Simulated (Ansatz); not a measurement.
# C2H2F (SMILES C=[C]F) at UPBE0/STO-3G

What is the vertical ionisation energy of C2H2F at UPBE0/STO-3G? 

The calculation is run with Ansatz 0.2.0.

54 further runs of the same task are left out: 3 that didn't finish, 51 set aside as unsound or not needed.

## (1) Starting point

C2H2F: 5 atoms, total charge 0, spin state doublet. As SMILES, `C=[C]F`. The shape is that of a PBE0-D4/def2-TZVP optimisation.

Bond lengths: C1–C2 1.309 Å, C2–F3 1.302 Å, C1–H4 1.087 Å, C1–H5 1.080 Å. Angles: C1–C2–F3 130.3°, C2–C1–H4 120.7°, C2–C1–H5 119.9°, H4–C1–H5 119.4°.

## (2) A single-point energy at UPBE0/STO-3G

Contents of input.yaml:

```yaml
crystal:
  periodic: [false, false, false]
  atoms:
    - {symbol: C, position_ang: [0.488200, -0.200400, 0.008400]}
    - {symbol: C, position_ang: [-0.592700, 0.393700, 0.447100]}
    - {symbol: F, position_ang: [-1.725600, 0.629500, -0.148900]}
    - {symbol: H, position_ang: [0.534700, -0.590400, -1.005400]}
    - {symbol: H, position_ang: [1.345200, -0.306200, 0.657500]}
basis:
  gaussian: {orbitals: STO-3G}
magnetization: {spin_polarized: true, initial_magnetization: 1}
hamiltonian: {xc: {name: PBE0}}
accuracy: high
```

Run with:

```console
$ ansatz run input.yaml --threads 1 --pin off --max-ram 2610MiB --events-out events.jsonl --progress --plain --runs-dir runs
```

Output:

```text
Warning: RAYON_NUM_THREADS=1 ignored (pool sized by the plan → 1); use --threads N
Functional definition: PBE0
  name "PBE0"
  parameter a = 0.25
  parameter kappa = 0.804
  parameter beta = 0.06672455060314922
  exchange = (1 - a)*pbe_x(kappa = kappa, mu = beta*pi^2/3) + a*exact_x
  correlation = pbe_c(beta = beta)
294 factors; integrals over basis functions are off by at most 4.1e-8 eV
mean field evaluation 1: about -4749.5416 eV, gradient 1.0e1 eV
mean field evaluation 2: about -4749.0684 eV, gradient 1.4e1 eV
mean field evaluation 4: about -4750.3142 eV, gradient 9.9e-1 eV
mean field evaluation 8: about -4750.2916 eV, gradient 5.2e-2 eV
mean field evaluation 16: about -4750.2917 eV, gradient 1.4e-6 eV
mean field -4750.29167884 eV, -174.5699993339 hartree, gradient 1.8e-8 eV, S^2 0.762801; 0 other end points of the search recorded, 0 dependent functions left out
reference -4750.29167995 eV, -174.5699993749 hartree; 12, 11 occupied and 5, 6 virtual orbitals, 294 factors
Total energy: -4750.29167995 eV, -174.5699993749 hartree
```

Wall time 0.85 s (1 thread of Intel Xeon 6975P-C (Granite Rapids), shared host); peak memory 0.13 GiB.

## (3) The singlet cation at the same level

Contents of run.yaml:

```yaml
crystal:
  periodic: [false, false, false]
  atoms:
    - {symbol: C, position_ang: [0.488200, -0.200400, 0.008400]}
    - {symbol: C, position_ang: [-0.592700, 0.393700, 0.447100]}
    - {symbol: F, position_ang: [-1.725600, 0.629500, -0.148900]}
    - {symbol: H, position_ang: [0.534700, -0.590400, -1.005400]}
    - {symbol: H, position_ang: [1.345200, -0.306200, 0.657500]}
basis:
  gaussian:
    orbitals: STO-3G
total_charge: 1
hamiltonian:
  xc: {name: PBE0}
accuracy: high
```

Run with:

```console
$ ansatz run run.yaml --threads 1 --pin off --max-ram 2610MiB --events-out events.jsonl --progress --plain --runs-dir runs
```

Output, cut to the lines that bear on the results:

```text
Warning: RAYON_NUM_THREADS=1 ignored (pool sized by the plan → 1); use --threads N
[... 7 set-up lines as earlier in the session ...]
294 factors; integrals over basis functions are off by at most 4.1e-8 eV
mean field evaluation 1: about -4739.6186 eV, gradient 2.7e1 eV
mean field evaluation 2: about -4729.5472 eV, gradient 7.0e1 eV
mean field evaluation 4: about -4741.9527 eV, gradient 3.0e0 eV
mean field evaluation 8: about -4741.9279 eV, gradient 3.3e-2 eV
mean field evaluation 16: about -4741.9279 eV, gradient 6.5e-7 eV
mean field -4741.92790741 eV, -174.2626364031 hartree, gradient 3.5e-8 eV, S^2 0.000000; 0 other end points of the search recorded, 0 dependent functions left out
reference -4741.92790855 eV, -174.2626364450 hartree; 11, 11 occupied and 6, 6 virtual orbitals, 294 factors
Total energy: -4741.92790855 eV, -174.2626364450 hartree
```

Wall time 0.48 s (1 thread of Intel Xeon 6975P-C (Granite Rapids), shared host).

## (4) Results

Level: UPBE0/STO-3G.

```
                                          quantity          value
                       doublet C2H2F: total energy  -174.57000 Eh
                               doublet C2H2F: ⟨S²⟩          0.763
                      singlet cation: total energy  -174.26264 Eh
vertical ionisation energy (to the singlet cation)       8.364 eV
```

In words: The vertical ionisation energy comes to 8.36 eV (807 kJ/mol). Only the singlet of the ionised species was computed; a triplet could lie lower. In a minimal basis such a difference can be off by several eV, whatever the method.
